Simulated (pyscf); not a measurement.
Structures and frequencies: ωB97X-D3(BJ)/def2-SVP in PySCF. Correlated levels are frozen-core, on RHF or UHF. ΔMP2 is the change of the MP2 total energy from the triple- to the quadruple-zeta basis.

### Question
Estimate by transition-state theory (the high-pressure limit) the rate constant of `[AsH3]` + `[GaH]` [singlet] → `[GaH2][AsH2]` (singlet surface; As–H broken, As–Ga, Ga–H formed) at 600 K, with CCSD(T)/def2-TZVPP + ΔMP2(QZVPP) energies (ideal gas, 1 atm, RRHO with modes under 100 cm⁻¹ raised to 100, one conformer, R ln 2 for chiral ones without a mode under 150 cm⁻¹; no tunnelling).

### Answer
The electronic barrier is 20.8 kcal/mol and the thermal terms add +16.8, so ΔG‡ = 37.5 kcal/mol. With k_BT/h = 1.25e+13 s⁻¹ and RT = 1.192 kcal/mol, and a volume of 8.18e-20 cm³ per molecule at 1 atm, k = 2.2e-20 cm³ molecule⁻¹ s⁻¹. The product is born with the 53 kcal/mol of the reverse barrier and needs collisions to keep. Wigner's tunnelling factor for 1028i cm⁻¹ would be 1.25. A shift of 1 kcal/mol in the barrier changes k by a factor 2.3. On the reactant side the descent ends in an adduct with a As–Ga contact, 9.6 kcal/mol under the separated species and 33.3 kcal/mol under the saddle at ωB97X-D3(BJ)/def2-TZVP. What is counted as formed (As–Ga) is already present as a longer contact in the reactant adduct; forming that adduct is a step of its own. At ωB97X-D3(BJ)/def2-TZVP the barrier from the zero used here is 23.7 kcal/mol. The same reactants have a lower exit, to Ga–AsH₂ [singlet] + H₂ (barrier +11.4 kcal/mol at ωB97M-D3(BJ)/def2-TZVP, against +29.3 kcal/mol here). This is the saddle that the search found; another between the same sides may lie lower. One closed-shell reference is unstable to symmetry breaking; treat the single-reference values with care. The CCSD(T) − MP2 part came from Ansatz, without density fitting, on the same reference. The frozen core leaves the outer d or s,p core shells of the metals and heavy elements correlated in the MP2 and CC values, and def2-TZVPP describes them poorly, which can shift differences by a few kcal/mol. Elements up to Kr have no core potential and no relativistic terms here.
